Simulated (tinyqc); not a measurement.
Inside a calculation. Method: Pariser-Parr-Pople SCF with singles CI, for the molecule Nc1ccc[nH]1 (SMILES; centres numbered as the heavy atoms are written). One step of it, computed by the program tinyqc.

Question. Iteration 3: Fock matrix. F_rr = H_rr + P_rr gamma_rr / 2 + sum_(s != r) P_ss gamma_rs; F_rs = H_rs - P_rs gamma_rs / 2; E = tr P (H + F) / 2 + core repulsion sum_(r<s) z_r z_s gamma_rs.

P after iteration 2, lower triangle:
```
           1N         2C         3C         4C        5C        6N
1N   1.803494
2C   0.404039   1.165689
3C  -0.293407   0.628143   1.223114
4C   0.049553  -0.135499   0.615896   1.097265
5C   0.154253  -0.292166  -0.216675   0.702866  1.253109
6N  -0.274635   0.552253  -0.187372  -0.298542  0.528695  1.457330
```

core matrix H (eV), lower triangle:
```
            1N          2C          3C          4C          5C          6N
1N  -57.778452
2C   -2.240000  -62.877778
3C    0.000000   -2.390000  -54.022888
4C    0.000000    0.000000   -2.390000  -51.007144
5C    0.000000    0.000000    0.000000   -2.390000  -53.967024
6N    0.000000   -2.240000    0.000000    0.000000   -2.240000  -64.649010
```

repulsion gamma_rs (eV), lower triangle:
```
           1N         2C         3C         4C         5C         6N
1N  16.800000
2C   8.281656  11.130000
3C   5.333701   7.552804  11.130000
4C   3.823406   5.520570   7.554850  11.130000
5C   3.823406   5.520570   5.519866   7.553862  11.130000
6N   5.458142   8.280262   5.783982   5.785526   8.282957  16.800000
```

Centres (angstrom, eV; a flat drawing with bonds scaled to 1.40 angstrom):
```
centre          x          y  core charge z          W   gamma_rr
1N       2.159000   0.000000              2  25.600000  16.800000
2C       0.759000   0.000000              1  11.160000  11.130000
3C      -0.064000   1.133000              1  11.160000  11.130000
4C      -1.395000   0.700000              1  11.160000  11.130000
5C      -1.395000  -0.700000              1  11.160000  11.130000
6N      -0.064000  -1.133000              2  25.600000  16.800000
```

Give: F; pi energy.

Answer.

F (eV), lower triangle:
```
        1N      2C      3C      4C      5C      6N
1N  -9.511
2C  -3.913  -7.174
3C   0.782  -4.762  -5.157
4C  -0.095   0.374  -4.717  -4.432
5C  -0.295   0.806   0.598  -5.045  -6.552
6N   0.749  -4.526   0.542   0.864  -4.430  -9.109
```

pi energy = -125.039 eV
